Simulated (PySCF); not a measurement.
HC≡CCF(CH3)2, C5H7F.
Geometry (PBE0-D3(BJ)/def2-TZVP, Å), atoms numbered from 1 in this order:
```
atom  x, y, z in Å
C1     2.0109   -1.4200    0.4932
C2     1.0876   -0.7824    0.0699
C3    -0.0498    0.0034   -0.4104
C4    -1.3580   -0.5702    0.1007
C5     0.1194    1.4700   -0.0607
F6    -0.0746   -0.0891   -1.8071
H7     2.8317   -1.9910    0.8584
H8    -1.3859   -0.5348    1.1905
H9    -1.4627   -1.6067   -0.2193
H10   -2.1890    0.0147   -0.2974
H11    1.0464    1.8525   -0.4875
H12   -0.7221    2.0369   -0.4626
H13    0.1519    1.5991    1.0219
```

All values: wB97X-D/pcSseg-2 (PySCF, non-relativistic), on one gas-phase PBE0-D3(BJ)/def2-TZVP geometry that isn't relaxed in the solvent. The solvent is an IEF-PCM continuum (van der Waals radii × 1.2). The model holds no explicit solvent molecules, cavitation or dispersion.

Gas phase at wB97X-D/pcSseg-2: HOMO -9.97 eV, LUMO 2.19 eV, dipole 2.00 D.

Question: What does the continuum do to the energy, the frontier levels and the dipole at wB97X-D/pcSseg-2 in chloroform?

Answer: 
```tsv
solvent	ε	E(solvent) − E(gas) (kcal/mol)	polarisation term (kcal/mol)	distortion of the solute (kcal/mol)	HOMO (eV)	LUMO (eV)	dipole (D)
chloroform	4.711	-3.39	-3.73	0.34	-10.02	2.19	2.40
```

Polarisation term: ½ Σ q·V over the induced surface charges. Distortion: the rise of the solute's own energy as its density leaves the gas-phase optimum.

Question: Which radius a makes the point-dipole formula ΔE = −[(ε − 1)/(2ε + 1)]·μ²/a³ give the value in chloroform, with the gas-phase dipole?

Answer: μ = 0.787 au and |ΔE| = 0.00541 Eh give a = 1.82 Å; the farthest nucleus lies 3.57 Å from the centroid of the nuclei, so such a sphere wouldn't even hold the nuclei. The formula assumes a rigid point dipole at the centre of a sphere.

Question: Give the dipole vector in the frame of the coordinates (D, pointing from negative to positive charge), gas and chloroform.

Answer: Gas (-0.32, 0.38, 1.94), solvent (-0.41, 0.48, 2.32). Its length changes by +20 % and its direction by less than 1°.

Note: wB97X-D ran without an empirical dispersion term, which enters the total energy and its gradient alone.
